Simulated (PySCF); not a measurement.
Work out the structure from these simulated measurements.

Elements present: C, Cl, F and H. Monoisotopic mass: 133.9502 u.

| Item | Value |
| --- | --- |
| UV, first state | lowest singlet excitation: 7.09 eV (175 nm, f = 0.001) [TDDFT CAM-B3LYP/aug-cc-pVTZ] |
| Rotational structure | rotational constants A, B, C: 2.695, 1.918, 1.380 GHz [PBE0-D3(BJ)/def2-TZVP] |
| UV, strongest line | among the 10 lowest singlet transitions: S5 at 8.08 eV (154 nm, f = 0.029) [TDDFT CAM-B3LYP/aug-cc-pVTZ] |
| NMR, other nuclei | isotropic shieldings of nuclei other than C and H, by class: 315 (2 F), 737 (2 Cl) ppm [GIAO PBE0/pcSseg-2] |
| Dipole | 2.10 D [CAM-B3LYP/aug-cc-pVTZ] |
| Polarisability | 55.4 au [CAM-B3LYP/aug-cc-pVTZ] |
| 13C NMR | chemical shifts (computed TMS as zero) by class: 121.3 (1 C), 82.5 (1 C) ppm [GIAO PBE0/pcSseg-2] |
| Triplet | lowest triplet excitation (Tamm–Dancoff): 6.40 eV [TDA CAM-B3LYP/aug-cc-pVTZ] |
| 1H NMR | chemical shifts (computed TMS as zero) by class: 5.93 (1 H), 5.78 (1 H) ppm [GIAO PBE0/pcSseg-2] |

Gas-phase values; electronic properties from PySCF, density fitting. Levels stand in brackets. Isolated species at its PBE0-D3(BJ)/def2-TZVP geometry (one conformer only). Each NMR value is the plain mean over a class of atoms that symmetry, rotation or inversion makes alike.

Question: Which formula fits the mass and the elements?

Answer: C2H2Cl2F2 (calculated 133.9502). No other formula that holds each of these elements comes within 0.0003 u with a fitting electron parity and a possible valence count.

Question: Give a SMILES that accounts for the data.

Answer: Numbering: `[F:1][CH:2]([F:3])[CH:4]([Cl:5])[Cl:6]`. Its formula, C2H2Cl2F2, gives 0 degrees of unsaturation, so no ring and no π bond. 2 carbons fall into 2 classes; from least to most shielded: CHF2 carbon [C2] (121.3 ppm), CHCl2 carbon [C4] (82.5 ppm). Hydrogen classes from least to most shielded: 1 H on a CHF2 carbon, C2 (5.93 ppm), 1 H on a CHCl2 carbon, C4 (5.78 ppm). The other shieldings belong to: 315 ppm, fluorine of a CF2 group [F1/F3]; 737 ppm, alkyl chlorine [Cl5/Cl6]. The optimised geometry has point group C1 and is an asymmetric top. Structure: 1,1-dichloro-2,2-difluoroethane (`FC(F)C(Cl)Cl`). The assignments are read from this structure; whether some other isomer fits the data as well wasn't checked. NMR values of atoms bound to several Cl lack the spin–orbit term that these neighbours bring.

The values belong to the conformer `[F:1][CH:2]([F:3])[CH:4]([Cl:5])[Cl:6]`: F1–C2–C4–Cl5 56°.
